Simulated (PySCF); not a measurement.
Calculation: TPSSh-D3(BJ)/def2-TZVP // CAM-B3LYP-D3(BJ)/def2-TZVP (PySCF). Isolated molecules, 0 K electronic values unless said otherwise. Delta-SCF ions had no search for a lower state. Excitations are Tamm–Dancoff values on a coarser integration grid. The basis has no diffuse functions, so Rydberg states are missing or too high.

Reference species (SMILES): `Cl[Si](Cl)(Cl)Cl` (neutral, multiplicity 1).

- T1 excitation (TDA): 6.92 eV
- S1 oscillator strength: 0.000
- LUMO: -0.98 eV
- vertical ionisation energy (Delta-SCF): 11.18 eV

Changed species: `[SiH3]Cl` (3 of 4 Cl replaced by H; the reference has 0 of 4 Cl replaced by H).

**Question.** Give the shifts of the T1 excitation (TDA), S1 oscillator strength, LUMO and vertical ionisation energy (Delta-SCF).

**Answer.** the T1 excitation (TDA) increases by 0.08 eV, to 7.00 eV; the S1 oscillator strength stays essentially unchanged; the LUMO rises by 0.60 eV, to -0.38 eV; the vertical ionisation energy (Delta-SCF) rises by 0.19 eV, to 11.37 eV.
